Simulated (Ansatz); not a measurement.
## BSi, quartet in cc-pVTZ: errors against UCCSDT(Q)

Geometry: that of the BSi, doublet, kept fixed.

```xyz
2

Si    0.0000    0.0000    0.0000
B     0.0000    0.0000    1.9192
```

Basis cc-pVTZ; Ansatz 0.2.0. Only valence electrons are correlated (noble-gas cores frozen), which leaves 7 electrons in 58 orbitals. R marks a restricted (for open shells ROHF) determinant, U an unrestricted one. Active spaces: valence = (7e, 8o) chosen from the atoms' valence shells.

Full CI isn't at hand for all of this; UCCSDT(Q) serves as the reference, and is uncertain by about the last step of the cluster series. The frozen core follows each run's orbitals, which can shift R against U totals by a few meV.

For open shells CISD is restricted-active-space CI with the open shells as a complete middle space.

```
UHF ⟨S²⟩                          : 3.757
T1 diagnostic (RCCSD)             : 0.0432
largest doubles amplitude (RCCSD) : 0.084
T1 diagnostic (UCCSD)             : 0.0411
```

| level | E − E(UCCSDT(Q)) (kJ/mol) | share of correlation (%) | wall time |
| --- | --- | --- | --- |
| RHF | 462.2 | 0.00 | – |
| UHF | 457.1 | 1.10 | – |
| RMP2 | 107.4 | 76.76 | – |
| UMP2 | 109.1 | 76.39 | – |
| CISD | 50.6 | 89.05 | 8 s |
| RCCSD | 34.9 | 92.44 | – |
| UCCSD | 34.6 | 92.51 | – |
| RCCSD(T) | 7.7 | 98.34 | 3.9 s |
| UCCSD(T) | 7.6 | 98.36 | 3.1 s |
| BCCD(T) | 7.4 | 98.39 | 4.2 s |
| RCCSDT | 2.3 | 99.51 | – |
| UCCSDT | 2.2 | 99.53 | – |
| RCCSDT(Q) | 0.2 | 99.95 | 43 s |
| CASSCF (valence space) | 299.4 | 35.22 | – |
| NEVPT2 (valence space) | 67.0 | 85.51 | 3.1 s |
| MRCISD (valence space) | 21.1 | 95.43 | – |
| MRCISD+Q (valence space) | 1.5 | 99.68 | 4.9 s |

The correlation energy at UCCSDT(Q), counted from RHF, is -4.791 eV. That run took 38 s on 1 thread of Arm Neoverse V1, shared host.

Times hold each run's SCF and search for its determinant on a shared host, so for small cases they say little of a method's own cost; they ran on 1 thread of Arm Neoverse V1.

Natural occupations of CASSCF (valence space) about the gap: 1.973 1.914 1.011 0.981 0.981 0.056 0.056 0.029; effectively unpaired electrons, Σ n²(2−n)², 3.06.
